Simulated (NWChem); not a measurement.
The numbers come from NWChem runs, not from measurements. System: ozone (O$_{3}$), charge 0, spin multiplicity 1, at a geometry optimised with PBE/def2-SVP. Level: B3LYP/aug-cc-pVTZ, VWN1-RPA local correlation.

Input file:

```
start mol
memory heap 200 mb stack 800 mb global 1000 mb
geometry units angstroms nocenter noautoz
  O     -1.088940     0.000000    -0.216755
  O      0.000000     0.000000     0.433510
  O      1.088940     0.000000    -0.216755
  symmetry group C2v
end
basis spherical
  * library aug-cc-pvtz
end
dft
  xc b3lyp
  semidirect memsize 60000000 filesize 0
  iterations 100
end
task dft energy
```

Output (cleaned and shortened):

```
             Northwest Computational Chemistry Package (NWChem) 7.3.0
             --------------------------------------------------------

                                NWChem Input Module
                                -------------------

 Scaling coordinates for geometry "geometry" by  1.889725989
 (inverse scale =  0.529177249)

 Turning off AUTOSYM since
 SYMMETRY directive was detected!

                             Geometry "geometry" -> ""
                             -------------------------

 Output coordinates in angstroms (scale by  1.889725989 to convert to a.u.)

  No.       Tag          Charge          X              Y              Z
 ---- ---------------- ---------- -------------- -------------- --------------
    1 O                    8.0000    -1.08894000     0.00000000    -0.21675500
    2 O                    8.0000     0.00000000     0.00000000     0.43351000
    3 O                    8.0000     1.08894000     0.00000000    -0.21675500

 Effective nuclear repulsion energy (a.u.)      68.9556595112

            Nuclear Dipole moment (a.u.)
            ----------------------------
        X                 Y               Z
 ---------------- ---------------- ----------------
     0.0000000000     0.0000000000     0.0000000000

      Symmetry information
      --------------------

 Group name             C2v
 Group number             16
 Group order               4
 No. of unique centers     2

      Symmetry unique atoms

     1    2


 Summary of "ao basis" -> "" (spherical)
 ------------------------------------------------------------------------------
       Tag                 Description            Shells   Functions and Types
 ---------------- ------------------------------  ------  ---------------------
 *                        aug-cc-pvtz                 on all atoms

                                 NWChem DFT Module
                                 -----------------

 Summary of "ao basis" -> "ao basis" (spherical)
 ------------------------------------------------------------------------------
       Tag                 Description            Shells   Functions and Types
[...]
              MO Center=  2.5D-14,  1.0D-16, -1.2D-01, r^2= 1.7D+00
   Bfn.  Coefficient  Atom+Function         Bfn.  Coefficient  Atom+Function
  ----- ------------  ---------------      ----- ------------  ---------------
    11      0.303051  1 O  pz               103      0.303051  3 O  pz
     8      0.257331  1 O  pz               100      0.257331  3 O  pz
    14      0.234285  1 O  pz               106      0.234285  3 O  pz
    57     -0.193255  2 O  pz                50     -0.189892  2 O  s
    54     -0.166598  2 O  pz                60     -0.134924  2 O  pz

 Vector   13  Occ=0.000000D+00  E=-2.028576D-01  Symmetry=b2
              MO Center=  1.1D-14,  1.0D-15, -1.9D-02, r^2= 1.6D+00
   Bfn.  Coefficient  Atom+Function         Bfn.  Coefficient  Atom+Function
  ----- ------------  ---------------      ----- ------------  ---------------
    56      0.333057  2 O  py                10     -0.282017  1 O  py
    59      0.281474  2 O  py               102     -0.282017  3 O  py
    53      0.278641  2 O  py                13     -0.256627  1 O  py
   105     -0.256627  3 O  py                 7     -0.236728  1 O  py
    99     -0.236728  3 O  py                62      0.092794  2 O  py

 Vector   14  Occ=0.000000D+00  E= 3.298138D-02  Symmetry=a1
              MO Center= -9.8D-13,  3.2D-15, -1.6D-01, r^2= 5.9D+00
   Bfn.  Coefficient  Atom+Function         Bfn.  Coefficient  Atom+Function
  ----- ------------  ---------------      ----- ------------  ---------------
    51      3.918158  2 O  s                  5     -1.661821  1 O  s
    97     -1.661821  3 O  s                 63     -0.894976  2 O  pz
    15     -0.863896  1 O  px                50      0.861115  2 O  s
   107      0.863896  3 O  px                 4     -0.564371  1 O  s
    96     -0.564371  3 O  s                 60     -0.466356  2 O  pz

 Vector   15  Occ=0.000000D+00  E= 4.485007D-02  Symmetry=a1
              MO Center= -5.7D-16, -7.0D-17,  1.1D+00, r^2= 6.0D+00
   Bfn.  Coefficient  Atom+Function         Bfn.  Coefficient  Atom+Function
  ----- ------------  ---------------      ----- ------------  ---------------
    51     -2.064830  2 O  s                  5      1.985979  1 O  s
    97      1.985979  3 O  s                 63      1.308826  2 O  pz
    50     -1.080749  2 O  s                 12      0.431933  1 O  px
   104     -0.431933  3 O  px                60      0.298743  2 O  pz
    15      0.213646  1 O  px               107     -0.213646  3 O  px

 center of mass
 --------------
 x =   0.00000000 y =   0.00000000 z =   0.00000000

 moments of inertia (a.u.)
 ------------------
          16.101597694162           0.000000000000           0.000000000000
           0.000000000000         151.563562335765           0.000000000000
           0.000000000000           0.000000000000         135.461964641603

     Multipole analysis of the density
     ---------------------------------

     L   x y z        total         alpha         beta         nuclear
     -   - - -        -----         -----         ----         -------
     0   0 0 0     -0.000000    -12.000000    -12.000000     24.000000

     1   1 0 0      0.000000      0.000000      0.000000      0.000000
     1   0 1 0     -0.000000     -0.000000     -0.000000      0.000000
     1   0 0 1      0.254675      0.127338      0.127338      0.000000

     2   2 0 0    -12.889653    -40.321094    -40.321094     67.752536
     2   1 1 0     -0.000000     -0.000000     -0.000000      0.000000
     2   1 0 1      0.000000      0.000000      0.000000      0.000000
     2   0 2 0    -10.995763     -5.497882     -5.497882      0.000000
     2   0 1 1     -0.000000     -0.000000     -0.000000      0.000000
     2   0 0 2    -11.979659    -10.016510    -10.016510      8.053361

 Task  times  cpu:        3.9s     wall:        3.9s

 Total times  cpu:        4.0s     wall:        4.0s
```
